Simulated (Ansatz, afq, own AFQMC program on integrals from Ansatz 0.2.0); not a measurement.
Two steps: Ansatz 0.2.0 writes the Fock matrix and Cholesky factors of the valence space, and afq projects on them the lowest state that overlaps trial and start.

```yaml
crystal:
  periodic: [false, false, false]
  atoms:
    - {symbol: N, position_ang: [0.000000, 0.000000, 0.000000]}
    - {symbol: O, position_ang: [0.000000, 0.000000, 1.242000]}
basis:
  gaussian: {orbitals: cc-pVDZ}
magnetization: {spin_polarized: false, initial_magnetization: 1}
correlation: {method: ccsd_t, electrons: outside_noble_gas, hamiltonian_folder: ham}
```

```sh
$ ansatz run in.yaml --threads 1 --pin off --events-out ev --progress --plain --max-ram 1382MiB
```

Options of the walk:

```
--method free --trial cisd --walkers 60 --time-step 0.03 --max-blocks 80 --target-error 0.0004 --factor-cut 1e-05 --seed 8213 --times 0,0.21,0.42,0.81,1.2,1.8,2.4,3 --taylor-order 8
```

Times are imaginary, in 1/Eh. The walk had a cap of 491 s.

Log:

```
orbitals 26  electrons 6 5  factors 185 of 267
reference energy -129.22610788 Eh
CCSD correlation -0.34873414 Eh in 12 cycles, weight of the determinant in the CISD state 0.8744
repeat  energy at the last time / Eh  error
    10  -129.603285  0.005323
    20  -129.600918  0.003262
    30  -129.597731  0.002663
    40  -129.596801  0.002275
    50  -129.595930  0.002008
    60  -129.595046  0.001728
    70  -129.594750  0.001529
    80  -129.594420  0.001373
time / (1/Eh)  energy / Eh  error  mean overlap
  0.00  -129.575437  0.000413  1.1450
  0.21  -129.585108  0.000562  1.1417
  0.42  -129.587329  0.000619  1.1556
  0.81  -129.590146  0.000682  1.1660
  1.20  -129.590891  0.000810  1.1735
  1.80  -129.593683  0.001029  1.1623
  2.40  -129.593039  0.001129  1.1475
  3.00  -129.594420  0.001373  1.1456
energy -129.594420 +/- 0.001373 Eh
```

The run failed at least one of its tests; the cautions name the faults.

Against this walk (error 37.3 meV) on the same determinant: CCSD(T) 134.4 meV higher, CCSDT(Q) 68.9 meV higher (within the noise). The error is statistical, and a free projection of finite length keeps a remainder of its start. None of these is a sure reference here.

Cautions: remainder of the start not in the error; error above the target (37.3 against 10.9 meV); higher spins were not checked; a spin-contaminated unrestricted determinant lies lower (UHF 194 meV lower, ⟨S²⟩ 0.99).

The walk took 110 s on 1 thread of Arm Neoverse V1, on a shared host. The log's last line is the free-projection energy.

CCSDT and higher add their correlation energy to the determinant of the CCSD(T) run, since their own runs factorise the integrals more tightly (a shift of under 2 meV). A walk keeps the symmetry of its determinant, which the program's search chose and which needn't be the lowest solution, so a lower state of the same spin and another symmetry isn't excluded.
